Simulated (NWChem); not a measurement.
Molecule: trimethylamine (C₃H₉N); SMILES CN(C)C

Program: NWChem. Pople sets run with spherical d functions. Each level has its own optimisation; frequencies are unscaled.

### Question
Order these by “lowest (cm⁻¹)”, lowest first: Hartree-Fock/6-31G*; Hartree-Fock/STO-3G; Hartree-Fock/3-21G.

### Answer
Hartree-Fock/STO-3G (251), Hartree-Fock/6-31G* (260), Hartree-Fock/3-21G (269)
